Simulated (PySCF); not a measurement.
C2H5NO, charge +1, multiplicity 2. Atoms are numbered in the order given.

```xyz
9

C     -0.5100    -1.3059     0.0000
C      0.0828     0.0881     0.0000
N     -0.6292     1.1850     0.0000
O      1.3462     0.0814     0.0000
H     -1.1210    -1.4071     0.9127
H     -1.1210    -1.4071    -0.9127
H      0.2775    -2.0723     0.0000
H     -0.1907     2.1075     0.0000
H     -1.6473     1.1384     0.0000
```
Charge +1, spin multiplicity 2.

The structure is a stationary point at B3LYP-D3(BJ)/def2-SVP. The multiplicity is an assumed one; other spin states were not compared. Other conformers were not sampled.

Calculation: PySCF with SMD-B3LYP/6-31G*.

Solvation free energies are E(SMD) − E(gas) at the gas-phase geometry, for 1 M in both phases.

Computed solvation free energies in water, dichloromethane, methanol:
```csv
solvent,ΔG(solv) (kcal/mol),its non-electrostatic (CDS) part
water,-67.8,3.5
dichloromethane,-62.1,0.1
methanol,-67.5,2.4
```
